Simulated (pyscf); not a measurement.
H₃Si–SiH(SiH₃)–SiH₃ + CH₃• -> H₃Si–SiH•–SiH₃ + H₃C–SiH₃ (substitution at Si; doublet surface; Si–Si broken, C–Si formed). PySCF, gas phase, ωB97X-D3(BJ)/def2-SVP geometries. Rate constants from transition-state theory, ωB97M-D3(BJ)/def2-TZVP energies (ideal gas, 1 atm, RRHO with modes under 100 cm⁻¹ raised to 100, one conformer, R ln 2 for chiral ones without a mode under 150 cm⁻¹; no tunnelling), k in cm³ molecule⁻¹ s⁻¹.

| T (K) | 1000/T | log10 k |
|---|---|---|
| 298 | 3.354 | -20.39 |
| 600 | 1.667 | -16.51 |
| 900 | 1.111 | ? |
| 1200 | 0.833 | -14.23 |

Problem. Fit an Arrhenius line to the three values, give the activation energy, and predict k at 900 K.

Solution. Least squares gives log10 k = -12.32 − 2.42 × 1000/T, so Ea = 2.42 × ln 10 × 1.987 = 11.1 kcal/mol, against an electronic barrier of 7.4. At 900 K the line gives -15.01; the computed value is -15.05 (ΔG‡ = 38.8 kcal/mol), close to the line. This is the saddle that the search found; another between the same sides may lie lower. The angle at the attacked Si is 179°.
